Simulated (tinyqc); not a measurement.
Inside a calculation. Method: RKS/BLYP in the sto-3g basis, for H2O, spin multiplicity 1. One step of it, computed by the program tinyqc.

Question. Orthogonalisation. S = U s U^T; symmetric (Loewdin) form X = U s^(-1/2) U^T, so that X^T S X = 1.

overlap S:
```
           1O 1s     1O 2s    1O 2px     1O 2py    1O 2pz     2H 1s      3H 1s
1O 1s   1.000000  0.236704  0.000000   0.000000  0.000000  0.048837   0.048837
1O 2s   0.236704  1.000000  0.000000   0.000000  0.000000  0.447615   0.447615
1O 2px  0.000000  0.000000  1.000000   0.000000  0.000000  0.000000   0.000000
1O 2py  0.000000  0.000000  0.000000   1.000000  0.000000  0.307923  -0.307923
1O 2pz  0.000000  0.000000  0.000000   0.000000  1.000000  0.220053   0.220053
2H 1s   0.048837  0.447615  0.000000   0.307923  0.220053  1.000000   0.213713
3H 1s   0.048837  0.447615  0.000000  -0.307923  0.220053  0.213713   1.000000
```

Give: eigenvalues of S; X.

Answer.

eigenvalues of S: 0.370  0.445  0.889  1.000  1.090  1.342  1.864

X:
```
         1O 1s   1O 2s  1O 2px  1O 2py  1O 2pz   2H 1s   3H 1s
1O 1s    1.024  -0.141   0.000   0.000  -0.009   0.021   0.021
1O 2s   -0.141   1.218   0.000   0.000   0.094  -0.274  -0.274
1O 2px   0.000   0.000   1.000   0.000   0.000   0.000   0.000
1O 2py   0.000   0.000   0.000   1.106   0.000  -0.218   0.218
1O 2pz  -0.009   0.094   0.000   0.000   1.045  -0.132  -0.132
2H 1s    0.021  -0.274   0.000  -0.218  -0.132   1.182  -0.075
3H 1s    0.021  -0.274   0.000   0.218  -0.132  -0.075   1.182
```
